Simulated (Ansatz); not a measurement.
Basis-set series for `[CH3][Al][NH2]` radical. Charge 0, multiplicity 2. The geometry is a stationary point of PBE0-D4/def2-TZVP. It is one conformer, not always the lowest.

```json
{"functional": "PBE0-D4", "basis": "def2-SVP", "functions": "71", "energy (Eh)": "-337.91852", "HOMO (eV)": "-5.09", "LUMO (eV)": "-1.70"}
{"functional": "PBE0-D4", "basis": "def2-TZVPP", "functions": "174", "energy (Eh)": "-338.11911", "HOMO (eV)": "-5.17", "LUMO (eV)": "-1.77"}
{"functional": "ωB97M-V", "basis": "def2-SVP", "functions": "71", "energy (Eh)": "-338.06782", "HOMO (eV)": "-6.69", "LUMO (eV)": "-0.26"}
{"functional": "ωB97M-V", "basis": "def2-TZVPP", "functions": "174", "energy (Eh)": "-338.27355", "HOMO (eV)": "-6.78", "LUMO (eV)": "-0.31"}
```

Task: Give the rows for def2-QZVPP. (An estimate is asked.)

Result: Computed: 
```tsv
functional	basis	functions	energy (Eh)	HOMO (eV)	LUMO (eV)
PBE0-D4	def2-QZVPP	334	-338.13299	-5.21	-1.82
ωB97M-V	def2-QZVPP	334	-338.28760	-6.85	-0.45
```

HOMO and LUMO are taken over both spins.
